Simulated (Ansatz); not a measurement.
Results of LDA in Ansatz (PAW) for hcp Sc.

Run with plane-wave cutoff 520 eV, 16×16×10 k mesh (along the axes of the cell as run), Fermi–Dirac smearing 0.1 eV, perturbation theory, force constants from a 4×4×2 q mesh, scalar-relativistic PAW data made under PBE.

Computed at the level's own relaxed cell. Harmonic vibrational thermodynamics at fixed volume:

```tsv
T (K)	S_vib (J/K per mol of atoms)	C_V (J/K per mol of atoms)	F_vib (eV/atom)
0	0.00	0.00	0.0304
300	32.81	23.62	-0.0202
600	49.59	24.60	-0.1512
700	53.39	24.69	-0.2046
800	56.70	24.75	-0.2617
900	59.61	24.79	-0.3220
1000	62.23	24.82	-0.3851
```

The crystal is taken as a harmonic solid at every temperature: melting, phase changes and thermal expansion are not seen, nor the electrons' share in a metal.

Ansatz is a program for electronic structure.
